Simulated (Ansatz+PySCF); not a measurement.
## singlet H₃O(+): levels of theory in one basis

```xyz
4

O     0.0000    0.0000    0.0745
H     0.9429    0.0000   -0.1986
H    -0.4715    0.8166   -0.1986
H    -0.4715   -0.8166   -0.1986
```

Basis set: def2-SVP (spherical functions). Frozen core: 1 orbital. Charge 1, multiplicity 1.

Computed with Ansatz (development build ahead of 0.2.0); each method stands on the lowest determinant of its kind that the runs found. NEVPT2 correlates all electrons. Active spaces start from the frontier orbitals, and the lowest solution found is given.

```tsv
method	E − E(RHF) (eV)	<S²> of the determinant
RHF	0.00	0.00
RHF-MP2	-5.52	–
RHF-CCSD(T)	-5.91	–
CASSCF(8,7)	-2.34	–
CASSCF(2,2)	-0.52	–
SC-NEVPT2(2,2)	-5.60	–
SC-NEVPT2(8,7)	-5.26	–
```

**Question.** What does RHF-CCSD give on the same scale?

**Answer.** -5.83 eV.

**Question.** Is a single determinant a sound starting point here?

**Answer.** By this sign, yes. Unrestricted orbitals gain 0.00 eV and <S²> is 0.00 against 0.00 for a pure state. The CASSCF(8,7) natural occupations are 2.00, 1.98, 1.98, 1.98, 0.02, 0.02, 0.02. The CASSCF(2,2) natural occupations are 1.98, 0.02.

Caution for CASSCF(2,2): other starts end on other solutions of this active space.
